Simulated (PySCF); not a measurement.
# `InChI=1S/C4H7N/c1-2-3-4-5/h2-3H2,1H3`

Molfile (atoms numbered from 1):
```
C4H7N
     RDKit          3D

 12 11  0  0  0  0  0  0  0  0999 V2000
   -1.2736   -0.5930   -0.3702 C   0  0  0  0  0  0  0  0  0  0  0  0
   -0.4388    0.2587    0.5673 C   0  0  0  0  0  0  0  0  0  0  0  0
    0.9587    0.5576    0.0197 C   0  0  0  0  0  0  0  0  0  0  0  0
    1.7468   -0.6481   -0.1824 C   0  0  0  0  0  0  0  0  0  0  0  0
    2.3520   -1.6143   -0.3312 N   0  0  0  0  0  0  0  0  0  0  0  0
   -2.2561   -0.7966    0.0590 H   0  0  0  0  0  0  0  0  0  0  0  0
   -1.4257   -0.0913   -1.3297 H   0  0  0  0  0  0  0  0  0  0  0  0
   -0.7890   -1.5520   -0.5677 H   0  0  0  0  0  0  0  0  0  0  0  0
   -0.3393   -0.2349    1.5379 H   0  0  0  0  0  0  0  0  0  0  0  0
   -0.9320    1.2173    0.7499 H   0  0  0  0  0  0  0  0  0  0  0  0
    1.5094    1.2126    0.7004 H   0  0  0  0  0  0  0  0  0  0  0  0
    0.8877    1.0799   -0.9398 H   0  0  0  0  0  0  0  0  0  0  0  0
  1  2  1  0
  2  3  1  0
  3  4  1  0
  4  5  3  0
  1  6  1  0
  1  7  1  0
  1  8  1  0
  2  9  1  0
  2 10  1  0
  3 11  1  0
  3 12  1  0
M  END
```

Computed, not measured: quadratic response CAM-B3LYP/def2-TZVPD first hyperpolarisability, Taylor convention, gas phase (PySCF 2.14.0). Geometry: PBE0-D3(BJ)/def2-TZVP.

Task: Give the tensor of the second harmonic β(−2ω;ω,ω) at 1907 nm in the axes of these coordinates.

Result: In au, Taylor convention; rows are the first index (the induced dipole):
|  | xx | yy | zz | xy | xz | yz |
| --- | --- | --- | --- | --- | --- | --- |
| x | +3.1 | -7.7 | +6.6 | +9.9 | +2.2 | -5.4 |
| y | +10.0 | -4.4 | -9.7 | -7.7 | -5.4 | +1.1 |
| z | +2.2 | +1.1 | +5.0 | -5.4 | +6.6 | -9.7 |

Norm of βᵢ = ⅓ Σⱼ (βᵢⱼⱼ + βⱼᵢⱼ + βⱼⱼᵢ): 9.5 au, hyper-Rayleigh value 10.7 au.
